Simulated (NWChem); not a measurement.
System: ethylamine (C2H7N); SMILES CCN

Input file for NWChem:

```
start job
memory heap 200 mb stack 900 mb global 1100 mb
geometry units angstroms noautoz
  C      0.257133    -1.234303    -0.036660
  C     -0.550611     0.048855     0.021743
  N      0.315113     1.209036    -0.076842
  H     -0.394639    -2.120851    -0.013795
  H      0.863657    -1.264657    -0.954275
  H      0.946343    -1.308474     0.821174
  H     -1.188702     0.030672     0.932941
  H     -1.249616     0.072622    -0.832095
  H     -0.232305     2.067003    -0.065718
  H      0.930145     1.256355     0.734456
end
basis spherical
  * library 6-31g*
end
dft
  xc xwpbe 1.00 cpbe96 1.0 hfexch 1.00
  cam 0.25 cam_alpha 0.0 cam_beta 1.0
  iterations 150
  vectors input atomic output neutral.movecs
end
task dft energy
charge 1
dft
  odft
  mult 2
  vectors input atomic output cation.movecs
end
task dft energy
```

Excerpt of the output:

```
             Northwest Computational Chemistry Package (NWChem) 7.3.0
             --------------------------------------------------------

 C1  symmetry detected

                             Geometry "geometry" -> ""
                             -------------------------

 Output coordinates in angstroms (scale by  1.889725989 to convert to a.u.)

  No.       Tag          Charge          X              Y              Z
 ---- ---------------- ---------- -------------- -------------- --------------
    1 C                    6.0000     0.25994432    -1.23610303    -0.03154030
    2 C                    6.0000    -0.55547471     0.04240564     0.02196790
    3 N                    7.0000     0.30322186     1.20735610    -0.08170282
    4 H                    1.0000    -0.38647832    -2.12645084    -0.00479267
    5 H                    1.0000     0.86628204    -1.26655328    -0.94927521
    6 H                    1.0000     0.94992204    -1.30263286     0.82630319
    7 H                    1.0000    -1.19308962     0.02410432     0.93349673
    8 H                    1.0000    -1.25494274     0.05849024    -0.83167017
    9 H                    1.0000    -0.24933870     2.06205647    -0.07384840
   10 H                    1.0000     0.91827457     1.26167759     0.72914071

 Effective nuclear repulsion energy (a.u.)      82.9992028211

  pbe96 is a nonlocal functional; adding pw91lda local functional.

                                 NWChem DFT Module
                                 -----------------

 Summary of "ao basis" -> "ao basis" (spherical)
 ------------------------------------------------------------------------------
       Tag                 Description            Shells   Functions and Types
 ---------------- ------------------------------  ------  ---------------------
 C                           6-31g*                  6       14   3s2p1d
 N                           6-31g*                  6       14   3s2p1d
 H                           6-31g*                  2        2   2s

            General Information
            -------------------
          SCF calculation type: DFT
          Wavefunction type:  closed shell.
          No. of atoms     :    10
          No. of electrons :    26
           Alpha electrons :    13
            Beta electrons :    13
          Charge           :     0
          Spin multiplicity:     1
          Use of symmetry is: off; symmetry adaption is: off
          Maximum number of iterations: 150
          AO basis - number of functions:    56
                     number of shells:    32
          Convergence on energy requested:  1.00D-06
          Convergence on density requested:  1.00D-05
          Convergence on gradient requested:  5.00D-04

              XC Information
              --------------
                     Hartree-Fock (Exact) Exchange  1.000
                     LC-wPBE(h)Exchange Functional  1.000
            Perdew 1991 LDA Correlation Functional  1.000 local
           PerdewBurkeErnz. Correlation Functional  1.000 non-local

           Range-Separation Parameters
           ---------------------------
           Alpha           :  0.00
           Beta            :  1.00
           Gamma           :  0.25
           Short-Range HF  :     F

             Grid Information
             ----------------
          Grid used for XC integration:  medium
          Radial quadrature: Mura-Knowles
          Angular quadrature: Lebedev.
          Tag              B.-S. Rad. Rad. Pts. Rad. Cut. Ang. Pts.
          ---              ---------- --------- --------- ---------
          C                   0.70       49           9.0       434
          N                   0.65       49           9.0       434
          H                   0.35       45          10.0       434
          Grid pruning is: on
          Number of quadrature shells:   462
          Spatial weights used:  Erf1

      Superposition of Atomic Density Guess
      -------------------------------------

 Sum of atomic energies:        -133.10187432

      Non-variational initial energy
      ------------------------------

 Total energy =    -135.034954
 1-e energy   =    -342.044557
 2-e energy   =     124.010400
 HOMO         =      -0.303123
 LUMO         =       0.126214

   convergence    iter        energy       DeltaE   RMS-Dens  Diis-err
 ---------------- ----- ----------------- --------- --------- ---------
 d= 0,ls=0.0,diis     1   -134.9943695609 -2.18D+02  8.72D-03  3.54D-01
 d= 0,ls=0.0,diis     2   -135.0226805026 -2.83D-02  3.65D-03  9.22D-02
 d= 0,ls=0.0,diis     3   -135.0303337008 -7.65D-03  1.28D-03  1.93D-02
 d= 0,ls=0.0,diis     4   -135.0323438507 -2.01D-03  2.20D-04  1.62D-04
 d= 0,ls=0.0,diis     5   -135.0323637366 -1.99D-05  7.47D-05  1.94D-05
  Resetting Diis
 d= 0,ls=0.0,diis     6   -135.0323663163 -2.58D-06  3.30D-05  1.66D-06
 d= 0,ls=0.0,diis     7   -135.0323666028 -2.87D-07  1.23D-05  3.86D-08
 d= 0,ls=0.0,diis     8   -135.0323666212 -1.83D-08  4.80D-06  8.24D-09

         Total DFT energy =     -135.032366621175
      One electron energy =     -345.476002674138
           Coulomb energy =      147.707991874355
    Exchange-Corr. energy =      -20.263558642453
 Nuclear repulsion energy =       82.999202821061

 Numeric. integr. density =       26.000003040675

                       DFT Final Molecular Orbital Analysis
                       ------------------------------------

[...]
```

Level: LC-wPBE (HJS exchange hole, range parameter 0.25 per bohr)/6-31G* (spherical d), vertical spin-unrestricted ions. The geometry was optimised at PBE0/def2-SVP.
